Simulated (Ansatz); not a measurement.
Compare A (`C1CCSCC1`) with its isomer B (`CC1CCSC1`).

Isolated molecules relaxed with PBE0-D4/def2-TZVP in Ansatz; ΔE leaves out vibrations. CBS: MP2 limit from def2 TZ/QZ plus the TZ coupled-cluster correction, frozen cores. DFT in def2-TZVPP. B3LYP here is the variant with VWN-RPA as its local correlation; programs differ in this.

A:

Z-matrix (Å, degrees):
```
C
C 1 1.523
C 1 1.523 2 113.2
H 1 1.098 2 109.0 3 -121.5
H 1 1.094 2 109.5 3 122.5
C 2 1.518 1 112.5 3 59.2
H 2 1.095 1 109.7 3 -62.2
H 2 1.096 1 109.5 3 -179.5
C 3 1.518 1 112.5 2 -59.2
H 3 1.095 1 109.7 2 62.2
H 3 1.096 1 109.5 2 179.5
S 6 1.805 2 112.7 1 -60.6
H 6 1.096 2 110.6 1 61.7
H 6 1.092 2 111.2 1 -179.1
H 9 1.096 3 110.6 1 -61.7
H 9 1.092 3 111.2 1 179.1
```

B:

Z-matrix (Å, degrees):
```
C
C 1 1.517
H 1 1.094 2 110.7
H 1 1.093 2 111.4 3 -120.0
H 1 1.093 2 111.2 3 119.8
C 2 1.523 1 113.7 3 -58.5
C 2 1.524 1 112.7 3 61.2
H 2 1.097 1 109.2 3 -179.0
C 6 1.518 2 107.0 1 173.0
H 6 1.094 2 111.9 1 -64.8
H 6 1.096 2 109.1 1 54.2
S 7 1.818 2 106.8 1 -162.3
H 7 1.091 2 112.3 1 77.9
H 7 1.094 2 110.5 1 -43.2
H 9 1.092 6 111.3 2 80.9
H 9 1.090 6 112.8 2 -157.0
```

Question: Which isomer does CCSD(T)/CBS put lower? Give the gap. (Best estimate.)

Answer: Ansatz gave: A, by 0.6 kcal/mol.

Question: Give E(B) − E(A) in kcal/mol with HF/def2-TZVPP, BLYP-D4, MP2/def2-TZVPP, CCSD/def2-TZVPP, B3LYP-D4, B2PLYP, PBE0-D4. (Estimate.)

Answer: The calculation gave: HF/def2-TZVPP 0.8, BLYP-D4 1.2, MP2/def2-TZVPP 0.1, CCSD/def2-TZVPP 0.5, B3LYP-D4 1.3, B2PLYP 0.6, PBE0-D4 1.0. None reverses the order clearly.

Question: Does the order hold for the free energy at 298.15 K (harmonic terms from PBE0-D4)? (Best estimate.)

Answer: Ansatz gave: No: G(B) − G(A) = -0.6 kcal/mol.

Largest T1 diagnostic: 0.010.

Leaving LDA and LC-ωPBE aside and taking each functional with its dispersion term where it has one, the values, not all of them listed here, spread over 0.9 kcal/mol, from B2PLYP to BHLYP-D4. LDA lies +1.1 kcal/mol from PBE without D4.
